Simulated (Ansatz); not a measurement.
## Crystal structures of platinum under LDA

Computed with DFT, LDA (PW92), plane waves (420 eV) with PAW, scalar-relativistic (Ansatz 0.2.0). The PAW files were generated under PBE, with cores re-solved for the functional.

Each structure is relaxed within its own symmetry, so a high-lying one may be dynamically unstable.

| structure | ΔE (meV/atom) | V (Å³/atom) | cell | magnetic state |
| --- | --- | --- | --- | --- |
| fcc | 0 | 14.77 | a = 3.895 Å | spin not included |
| dhcp | 32 | 14.82 | a = 2.738 Å, c = 9.132 Å (c/a = 3.336) | spin not included |
| hcp | 65 | 14.86 | a = 2.715 Å, c = 4.657 Å (c/a = 1.715) | spin not included |
| bcc | 115 | 14.94 | a = 3.103 Å | spin not included |
| omega (AlB2-type) | 171 | 15.11 | a = 4.446 Å, c = 2.649 Å (c/a = 0.596) | spin not included |
| A15 | 302 | 15.30 | a = 4.965 Å | spin not included |
| simple cubic | 541 | 16.98 | a = 2.570 Å | spin not included |
| diamond | 1318 | 22.54 | a = 5.649 Å | spin not included |

ΔE counts from fcc.

Differences under about 8 meV lie within the error of the k-point mesh.
